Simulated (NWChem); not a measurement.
## chloroform (CHCl$_{3}$)

```xyz
5

Cl     0.8517    -0.0663     1.4726
C     -0.0092     0.4528     0.0000
Cl     0.8517    -0.0663    -1.4726
Cl    -1.6984    -0.1182     0.0000
H     -0.0315     1.5461     0.0000
```
Charge 0, spin multiplicity 1.

Program: NWChem. Structure: optimised with B3LYP/def2-SVP, a minimum by its harmonic frequencies.

The field's frequency is 0.0773 Ha (589 nm). This basis has no diffuse functions, which lowers polarisabilities.

The Pople sets run with spherical d functions.

### Question
Give the polarisability tensor in bohr³ at PBE/6-31G* (spherical d), in the frame of the coordinates, and its isotropic mean.

### Answer
```
49.19   0.46   0.00
 0.46  26.77   0.00
 0.00   0.00  49.20
```
Mean (one third of the trace): 41.72 bohr³.
